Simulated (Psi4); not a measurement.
**C2HF2 (SMILES [CH]=C(F)F): a chain of runs**

We compute a geometry optimisation (doublet C2HF2, UTPSS-D3(BJ)/6-31G**), then a single-point energy (singlet [C2HF2]+, TPSS-D3(BJ)/6-31G**), then a geometry optimisation (singlet [C2HF2]+, TPSS-D3(BJ)/6-31G**) of C2HF2 and its partners. 

Program for the calculation: Psi4 1.11.

### Step 1. Starting point

The species is C2HF2 (5 atoms), typed as a doublet with charge 0. As SMILES, `[CH]=C(F)F`. The start is not the relaxed shape. The run starts from this shape.

Bond lengths: C1–C2 1.367 Å, C2–F3 1.291 Å, C2–F4 1.235 Å, C1–H5 1.037 Å. Angles: C1–C2–F3 128.5°, C1–C2–F4 120.5°, F3–C2–F4 111.0°, C2–C1–H5 137.4°.

### Step 2. A geometry optimisation at UTPSS-D3(BJ)/6-31G(d,p) (density fitting, Cartesian functions) (run 1)

File c2hf2.dat:

```
memory 1600 MB

molecule m {
  0 2
  C     -0.03065136     1.72600781    -0.06716087
  C      0.38308906    -0.80183158     0.26453520
  F      2.05592376    -1.89611529     1.66300434
  F     -0.89552987    -2.37352247    -0.89394061
  H     -1.16520891     2.86743074    -1.18483749
  units bohr
}

set basis 6-31G**
set reference uks

e_tot, wfn = opt('tpss-d3bj2b', return_wfn=True)
```

Launch:

```
psi4 c2hf2.dat c2hf2.out -n 1
```

c2hf2.out:

```text
Psi4 1.11 release

gradient() will perform analytic gradient computation.

   => Loading Basis Set <=

    Name: 6-31G**
    Role: ORBITAL
    Keyword: BASIS

   => TPSS-D3(BJ): Empirical Dispersion <=

        s6 =       1.000000
        s8 =       1.943500
        a1 =       0.453500
        a2 =       4.475200

         ---------------------------------------------------------
                                   SCF
                              UKS Reference
                        1 Threads,   1525 MiB Core
         ---------------------------------------------------------

  ==> Geometry <==

    Molecular point group: c1
    Full point group: C1

    Geometry (in Bohr), charge = 0, multiplicity = 2:

[... 141 lines left out ...]
                           Total Energy        Delta E     RMS |[F,P]|
[... 111 lines left out ...]
 Dipole Y            :         -3.0121723            3.0186501            0.0064778
[... 313 lines left out ...]
    Two-Electron Energy =                 244.6192422482062341
[... 247 lines left out ...]
   @S   Expected:                5.000000000E-01
[... 266 lines left out ...]
   @DF-UKS iter  12:  -276.39724701189186   -3.06954e-12   6.85907e-09 DIIS
[... 268 lines left out ...]
   @DF-UKS iter   7:  -276.39738588409551   -7.19922e-10   5.10735e-07 DIIS
[... 257 lines left out ...]
   @DF-UKS iter   4:  -276.39740221349524   -5.83867e-08   6.04614e-06 DIIS
[... 257 lines left out ...]
   @DF-UKS iter   1:  -276.39740453159806    7.43461e-04   2.65575e-05 DIIS
[... 237 lines left out ...]
    Weights Tolerance      =       1.00E-15
[... 225 lines left out ...]
	  Convergence Criteria     1.00e-06 *    3.00e-04 *             o    1.20e-03 *             o
[... 4 lines left out ...]
Next Geometry in Ang
	Fragment 1 (Ang)

	    C  -0.1924836535   1.4729373775  -0.1694900402
	    C  -0.0168084840   0.1800430042  -0.0150927740
	    F   0.8967611279  -0.3738439533   0.7872323244
	    F  -0.7208095255  -0.7844358748  -0.6327830848
	    H  -0.8178584260   2.1554724547  -0.7195703055

    Final optimized geometry and variables:
    Molecular point group: c1
    Full point group: C1

    Geometry (in Bohr), charge = 0, multiplicity = 2:

    C           -0.365909402261     2.783264610814    -0.318326274930
    C           -0.031579997701     0.340194117686    -0.028390904382
    F            1.695261869249    -0.706374697844     1.486789529179
    F           -1.362287980060    -1.482598568418    -1.195581716564
    H           -1.544017403992     4.073615708677    -1.361225641925

    Psi4 run time: 0:01:04.91

[set-up sections that repeat, and orbital energies of the middle runs, are left out above]
```

The script printed:

```text
Optimizer: Optimization complete!
```

Wall time 66 s (1 thread of AMD EPYC 9R45 (Zen 5), shared host); peak memory 0.71 GiB.

The path in brief:

```csv
step,energy from the first frame kept (eV),largest force (eV/Å)
0,0.0000,7.2706
1,-0.4490,1.9715
2,-0.3915,1.4723
3,-0.4917,0.3066
4,-0.4954,0.1670
5,-0.4959,0.0397
6,-0.4960,0.0135
7,-0.4960,0.0133
```

After the run. Bond lengths: C1–C2 1.314 Å, C2–F3 1.336 Å, C2–F4 1.345 Å, C1–H5 1.077 Å. Angles: C1–C2–F3 124.8°, C1–C2–F4 125.6°, F3–C2–F4 109.7°, C2–C1–H5 139.6°.

### Step 3. The singlet cation: a single-point energy at TPSS-D3(BJ)/6-31G(d,p) (density fitting, Cartesian functions) (run 2)

File c2hf2.dat:

```
memory 1600 mb

molecule m {
  1 1
  C
  C 1 1.313856
  F 2 1.335904 1 124.75905
  F 2 1.344537 1 125.57377 3 179.90792
  H 1 1.076792 2 139.62191 3 179.67107
  units angstrom
  symmetry c1
}

set {
  basis 6-31G**
}

result, w = energy('tpss-d3(bj)', return_wfn=True)
print_variables()
```

Launch:

```
psi4 c2hf2.dat c2hf2.out -n 1
```

c2hf2.out:

```text
Psi4 1.11 release

   => Loading Basis Set <=

    Name: 6-31G**
    Role: ORBITAL
    Keyword: BASIS

   => TPSS-D3(BJ): Empirical Dispersion <=

        s6 =       1.000000
        s8 =       1.943500
        a1 =       0.453500
        a2 =       4.475200

         ---------------------------------------------------------
                                   SCF
                              RKS Reference
                        1 Threads,   1525 MiB Core
         ---------------------------------------------------------

  ==> Geometry <==

    Molecular point group: c1
    Full point group: C1

    Geometry (in Angstrom), charge = 1, multiplicity = 1:

[... 86 lines left out ...]
    Weights Tolerance      =       1.00E-15
[... 58 lines left out ...]
   @DF-RKS iter   2:  -275.95966123837815    9.66069e-03   4.09964e-03 ADIIS/DIIS
[... 3 lines left out ...]
   @DF-RKS iter   6:  -275.99432243945864   -3.97145e-05   2.37785e-05 DIIS
[... 3 lines left out ...]
   @DF-RKS iter  10:  -275.99432367525094   -7.68176e-09   9.63585e-08 DIIS
[... 36 lines left out ...]
    Nuclear Repulsion Energy =            108.3414253060328321
[... 3 lines left out ...]
    Empirical Dispersion Energy =          -0.0025477525853219
[... 17 lines left out ...]
 Dipole Y            :         -0.4832916            0.6671141            0.1838225
[... 26 lines left out ...]
  "SCF TOTAL ENERGY"                         =>    -275.994323675251
[... 6 lines left out ...]
  Array Variable Map:
  ----------------------------------------------------------------------------
  "CURRENT DIPOLE"                           =>      -0.006239344965 ... -2.012786523323 1 by 3
  "SCF DIPOLE"                               =>      -0.006239344965 ... -2.012786523323 1 by 3
  "SCF TOTAL ENERGIES"                       =>    -276.063825946286 ... -275.994323675251 1 by 11

    Psi4 run time: 0:00:05.31
```

Run time: 6 s. Hardware: 1 thread of AMD EPYC 9R45 (Zen 5), shared host; peak memory 0.67 GiB.

### Step 4. The singlet cation: a geometry optimisation at TPSS-D3(BJ)/6-31G(d,p) (density fitting, Cartesian functions) (run 3)

File c2hf2.dat:

```
memory 1600 mb

molecule {
  1 1
  C      0.017189     0.908961    -0.035869
  C      0.194109    -0.383856     0.117558
  F      1.107914    -0.937677     0.919357
  F     -0.510072    -1.348437    -0.500093
  H     -0.606239     1.591785    -0.587748
  units angstrom
  symmetry c1
}

set globals {
  basis 6-31G**
}

e = opt("tpss-d3(bj)")
print_variables()
```

Launch:

```
psi4 -n 1 c2hf2.dat c2hf2.out
```

c2hf2.out:

```text
Psi4 1.11 release

gradient() will perform analytic gradient computation.

   => Loading Basis Set <=

    Name: 6-31G**
    Role: ORBITAL
    Keyword: BASIS

   => TPSS-D3(BJ): Empirical Dispersion <=

        s6 =       1.000000
        s8 =       1.943500
        a1 =       0.453500
        a2 =       4.475200

         ---------------------------------------------------------
                                   SCF
                              RKS Reference
                        1 Threads,   1525 MiB Core
         ---------------------------------------------------------

  ==> Geometry <==

    Molecular point group: c1
    Full point group: C1

    Geometry (in Angstrom), charge = 1, multiplicity = 1:

[... 146 lines left out ...]
   @DF-RKS iter   3:  -275.97634576810668   -1.66844e-02   2.83500e-03 ADIIS/DIIS
[... 592 lines left out ...]
   @DF-RKS iter   7:  -276.02626232390463   -2.54750e-07   9.24069e-07 DIIS
[... 494 lines left out ...]
    Final Occupation by Irrep:
[... 519 lines left out ...]
    DFT Exchange-Correlation Energy =     -31.7229874372369451
[... 513 lines left out ...]
 Dipole Y            :         -1.4244903            3.2217122            1.7972218
[... 656 lines left out ...]
   @DF-RKS iter   0:  -276.02631621015115   -2.76026e+02   8.49486e-07
[... 516 lines left out ...]
    Empirical Dispersion Energy =          -0.0025326185179243
[... 670 lines left out ...]
   @DF-RKS iter   1:  -276.02634442431201   -2.25147e-07   8.39946e-07 DIIS
[... 502 lines left out ...]
    Two-Electron Energy =                 235.5067161598566940
[... 616 lines left out ...]
	  Convergence Criteria     1.00e-06 *    3.00e-04 *             o    1.20e-03 *             o
[... 17 lines left out ...]
    Geometry (in Angstrom), charge = 1, multiplicity = 1:

    C           -0.351507205246     1.354774793541    -0.295496794917
    C           -0.043615254586     0.100402667834    -0.000156826939
    F            0.933485662557    -0.166396886490     0.804391141529
    F           -0.652127944778    -0.879336643055    -0.588837356571
    H           -0.599189162812     2.386463504745    -0.543084593169

PsiException: Could not converge geometry optimization in 50 iterations.

psi4.driver.p4util.exceptions.OptimizationConvergenceError: Could not converge geometry optimization in 50 iterations.

Printing out the relevant lines from the Psithon --> Python processed input file:
      units angstrom
      symmetry c1
    """)
    core.IO.set_default_namespace("")
    core.set_global_option("BASIS", "6-31G**")
--> e = opt("tpss-d3(bj)")
    print_variables()

!-------------------------------------------------------------!
!                                                             !
!  Could not converge geometry optimization in 50 iterations. !
!                                                             !
!-------------------------------------------------------------!

    Psi4 run time: 0:02:32.62

[set-up sections that repeat, and orbital energies of the middle runs, are left out above]
```

Run time: 2.6 min. Hardware: 1 thread of AMD EPYC 9R45 (Zen 5), shared host; peak memory 0.71 GiB.

The run stopped without converging.

### Step 5. What came out

```
                                                       quantity                      value
           run 1, UTPSS-D3(BJ)/6-31G**: total energy at the end              -276.39741 Eh
                     run 1, UTPSS-D3(BJ)/6-31G**: dipole moment                     1.08 D
run 1, UTPSS-D3(BJ)/6-31G**: HOMO energy (highest over α and β)                   -6.11 eV
 run 1, UTPSS-D3(BJ)/6-31G**: LUMO energy (lowest over α and β)                   -3.71 eV
                 run 1, UTPSS-D3(BJ)/6-31G**: dispersion energy               -6.69 kJ/mol
                              run 1, UTPSS-D3(BJ)/6-31G**: ⟨S²⟩                      0.761
                            singlet cation, run 2: total energy              -275.99432 Eh
                             singlet cation, run 2: HOMO energy                  -15.10 eV
                             singlet cation, run 2: LUMO energy                  -14.78 eV
                           singlet cation, run 2: HOMO–LUMO gap                    0.32 eV
                       singlet cation, run 2: dispersion energy               -6.69 kJ/mol
                                          singlet cation, run 3  no result (not converged)
```

The optimisation (run 1, UTPSS-D3(BJ)/6-31G**) took 8 steps and changed the energy by -0.496 eV. 1 of the 3 runs gave no usable result.
